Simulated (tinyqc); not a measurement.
Inside a calculation. Method: CISD on RHF in the sto-6g basis, frozen core, for LiH, spin multiplicity 1. One step of it, computed by the program tinyqc.

Task: Integrals over molecular orbitals. (pq|rs) = sum C_ip C_jq C_kr C_ls (ij|kl), one index at a time.

coefficients C:
```
               MO1        MO2        MO3       MO4        MO5        MO6
1Li 1s    0.993922  -0.153034  -0.200377  0.000000   0.000000   0.095766
1Li 2s    0.023887   0.452173   0.798416  0.000000   0.000000  -0.679196
1Li 2px   0.000000   0.000000   0.000000  0.540307   0.841468   0.000000
1Li 2py   0.000000   0.000000   0.000000  0.841468  -0.540307   0.000000
1Li 2pz  -0.005525   0.344093  -0.612435  0.000000   0.000000  -0.953895
2H 1s     0.002477   0.559898  -0.138308  0.000000   0.000000   1.143548
```

core Hamiltonian H = T + V (hartree):
```
            1Li 1s     1Li 2s    1Li 2px    1Li 2py    1Li 2pz      2H 1s
1Li 1s   -4.766140  -1.013496   0.000000   0.000000  -0.015477  -0.257275
1Li 2s   -1.013496  -1.376167   0.000000   0.000000  -0.117656  -0.647529
1Li 2px   0.000000   0.000000  -1.131266   0.000000   0.000000   0.000000
1Li 2py   0.000000   0.000000   0.000000  -1.131266   0.000000   0.000000
1Li 2pz  -0.015477  -0.117656   0.000000   0.000000  -1.225337  -0.798606
2H 1s    -0.257275  -0.647529   0.000000   0.000000  -0.798606  -1.416445
```

Two-electron integrals (ij|kl) in chemists' order, unique and non-zero (hartree):
```
(11|11) 1.681247   (21|11) 0.242603   (21|21) 0.044507   (22|11) 0.397190
(22|21) 0.090279   (22|22) 0.290625   (31|31) 0.009437   (32|31) 0.014261
(32|32) 0.064236   (33|11) 0.397190   (33|21) 0.090279   (33|22) 0.290625
(33|33) 0.313125   (41|41) 0.009437   (42|41) 0.014261   (42|42) 0.064236
(43|43) 0.016875   (44|11) 0.397190   (44|21) 0.090279   (44|22) 0.290625
(44|33) 0.279374   (44|44) 0.313125   (51|51) 0.009437   (52|51) 0.014261
(52|52) 0.064236   (53|53) 0.016875   (54|54) 0.016875   (55|11) 0.397190
(55|21) 0.090279   (55|22) 0.290625   (55|33) 0.279374   (55|44) 0.279374
(55|55) 0.313125   (61|11) 0.060295   (61|21) 0.010815   (61|22) 0.022092
(61|33) 0.021788   (61|44) 0.021788   (61|51) 0.001437   (61|52) 0.002880
(61|55) 0.022700   (61|61) 0.002905   (62|11) 0.139212   (62|21) 0.032036
(62|22) 0.108681   (62|33) 0.103176   (62|44) 0.103176   (62|51) 0.005527
(62|52) 0.031921   (62|55) 0.119690   (62|61) 0.009356   (62|62) 0.066751
(63|31) 0.002738   (63|32) 0.012397   (63|53) 0.004918   (63|63) 0.004815
(64|41) 0.002738   (64|42) 0.012397   (64|54) 0.004918   (64|64) 0.004815
(65|11) 0.170848   (65|21) 0.039735   (65|22) 0.139386   (65|33) 0.130026
(65|44) 0.130026   (65|51) 0.008619   (65|52) 0.049184   (65|55) 0.158107
(65|61) 0.012147   (65|62) 0.094163   (65|65) 0.134835   (66|11) 0.314872
(66|21) 0.073871   (66|22) 0.273722   (66|33) 0.249931   (66|44) 0.249931
(66|51) 0.014737   (66|52) 0.103094   (66|55) 0.321301   (66|61) 0.022846
(66|62) 0.210349   (66|65) 0.308301   (66|66) 0.774999
```

Give: one-electron integrals over orbitals h = C^T H C; Two-electron integrals over orbitals.

Result:

one-electron integrals over orbitals h = C^T H C (hartree):
```
         1        2        3        4        5        6
1  -4.7585   0.1020   0.1685   0.0000   0.0000  -0.0452
2   0.1020  -1.4683   0.0268   0.0000   0.0000  -0.0311
3   0.1685   0.0268  -1.1263   0.0000   0.0000   0.0334
4   0.0000   0.0000   0.0000  -1.1313   0.0000   0.0000
5   0.0000   0.0000   0.0000   0.0000  -1.1313   0.0000
6  -0.0452  -0.0311   0.0334   0.0000   0.0000  -0.9718
```

Two-electron integrals over orbitals (pq|rs), unique and non-zero (hartree); the lowest 1 orbital is frozen and left out:
```
(22|22) 0.4849    (32|22) -0.0483   (32|32) 0.0130    (33|22) 0.2206
(33|32) 0.0082    (33|33) 0.3385    (42|42) 0.0226    (43|42) 0.0191
(43|43) 0.0414    (44|22) 0.2663    (44|32) 0.0066    (44|33) 0.2823
(44|44) 0.3131    (52|52) 0.0226    (53|52) 0.0191    (53|53) 0.0414
(54|54) 0.0169    (55|22) 0.2663    (55|32) 0.0066    (55|33) 0.2823
(55|44) 0.2794    (55|55) 0.3131    (62|22) 0.1247    (62|32) -0.0345
(62|33) -0.0154   (62|44) -0.0203   (62|55) -0.0203   (62|62) 0.1261
(63|22) -0.0506   (63|32) 0.0092    (63|33) 0.0356    (63|44) 0.0024
(63|55) 0.0024    (63|62) -0.0312   (63|63) 0.0255    (64|42) -0.0196
(64|43) -0.0139   (64|64) 0.0201    (65|52) -0.0196   (65|53) -0.0139
(65|65) 0.0201    (66|22) 0.4529    (66|32) -0.0424   (66|33) 0.2406
(66|44) 0.2678    (66|55) 0.2678    (66|62) 0.1297    (66|63) -0.0431
(66|66) 0.4525
```
